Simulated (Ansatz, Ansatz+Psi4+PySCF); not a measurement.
```yaml
atoms:
  - { symbol: Si, position_ang: [0.0000, 0.0000, 1.3561] }
  - { symbol: Si, position_ang: [0.0000, 0.0000, -1.3561] }
```

Basis set: cc-pV(T+d)Z (spherical functions). Correlated methods keep 10 orbitals frozen. Correlation on ROHF uses semicanonical orbitals with singles. Charge 0, multiplicity 3.

Computed with Ansatz (development build ahead of 0.2.0); each method stands on the lowest determinant of its kind that the runs found.

Task: Give the atomization energy at this shape (free ground-state atoms in the same class of orbitals less the molecule, no zero-point energy) of triplet Si₂ by ROHF-MP2, UHF-MP2, UHF-CCSDT, ROHF-CCSD(T), ROHF-CCSD, UHF-CCSD, UHF.

Result:

```
      method  atomization energy
    ROHF-MP2      44.62 kcal/mol
     UHF-MP2      36.41 kcal/mol
   UHF-CCSDT      52.82 kcal/mol
ROHF-CCSD(T)      51.75 kcal/mol
   ROHF-CCSD      45.96 kcal/mol
    UHF-CCSD      45.08 kcal/mol
         UHF      20.64 kcal/mol
```

Caution: the determinant breaks the point group; the shape is not the minimum. Caution for ROHF-MP2, UHF-MP2: another reference gives a lower total. Caution for ROHF-MP2, UHF-MP2, UHF-CCSDT, ROHF-CCSD(T), ROHF-CCSD, UHF-CCSD: large amplitudes, a single reference is doubtful. Caution for UHF-MP2, UHF-CCSDT, UHF-CCSD, UHF: the unrestricted determinant is spin contaminated.
